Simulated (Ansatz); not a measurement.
# BH2+ (singlet): wave-function methods side by side at angle H2–B1–H3 = 125.6°, aug-cc-pVTZ

How much of the correlation energy of BH2+ (singlet) does each wave-function method recover here?

Computed with Ansatz 0.2.0, Gaussian basis. Level: aug-cc-pVTZ, core rule «outside noble gas», up to 1 orbitals frozen.

To be run: UHF; CCSD(T) on RHF; BCCD(T) on RHF; CCSDT(Q) on RHF; CASSCF and NEVPT2, 4 electrons in 6 orbitals; Full CI.

7 further runs of the same task are left out: 1 for a known fault of the program, 4 that didn't finish, 2 set aside as unsound or not needed.

### 1 What is computed

The geometry derives from a PBE0/def2-TZVP stationary point (not a proven minimum). One angle is set to the value named; bond lengths are kept.

3 atoms, charge 1, spin multiplicity 1.

Atoms are counted from 1 here; the program's logs count them from 0.

Bond lengths: B1–H2 1.179 Å, B1–H3 1.179 Å. Angles: H2–B1–H3 125.6°.

Coordinates:

| atom | x (Å) | y (Å) | z (Å) |
| --- | --- | --- | --- |
| B1 | -0.0847 | 0.0000 | 0.0000 |
| H2 | 0.4543 | 0.0000 | -1.0488 |
| H3 | 0.4543 | 0.0000 | 1.0488 |

### 2 UHF

File in.yaml:

```yaml
crystal:
  periodic: [false, false, false]
  atoms:
    - {symbol: B, position_ang: [-0.084710, 0.000000, 0.000000]}
    - {symbol: H, position_ang: [0.454291, 0.000000, -1.048783]}
    - {symbol: H, position_ang: [0.454291, 0.000000, 1.048783]}
basis:
  gaussian: {orbitals: aug-cc-pVTZ}
total_charge: 1
magnetization: {spin_polarized: true, initial_magnetization: 0}
hamiltonian: {xc: hf}
output: {orbitals: {seedname: orbitals}}
```

On the command line:

```bash
ansatz run in.yaml --threads 1 --pin off --events-out ev --progress --plain --max-ram 2393MiB
```

The runs that follow: CCSD(T) on RHF; BCCD(T) on RHF; CCSDT(Q) on RHF; CASSCF and NEVPT2, 4 electrons in 6 orbitals; Full CI.

Before running them: what should the planned runs give, taken together? Wanted: FCI below the RHF energy; RMP2 from FCI; RCCSD from FCI; RCCSD(T) from FCI; RCCSDT(Q) from FCI; NEVPT2 valence from FCI; T1 diagnostic; effectively unpaired electrons.

As calculated:

| quantity | value |
| --- | --- |
| FCI below the RHF energy | -2.4486 eV |
| RMP2 from FCI | +511.1 meV |
| RCCSD from FCI | +36.1 meV |
| RCCSD(T) from FCI | +7.5 meV |
| RCCSDT(Q) from FCI | +0.1 meV |
| NEVPT2 valence from FCI | +240.3 meV |
| levels within 1 kcal/mol (43 meV) | RCCSD, RCCSD(T), BCCD(T), RCCSDT, RCCSDT(Q) |
| T1 diagnostic | 0.009 |
| effectively unpaired electrons | 0.02 |

What this shows: RCCSD(T) misses by +7.5 meV, 0.3 % of the correlation energy. One determinant dominates. These misses are within one basis, not against nature.
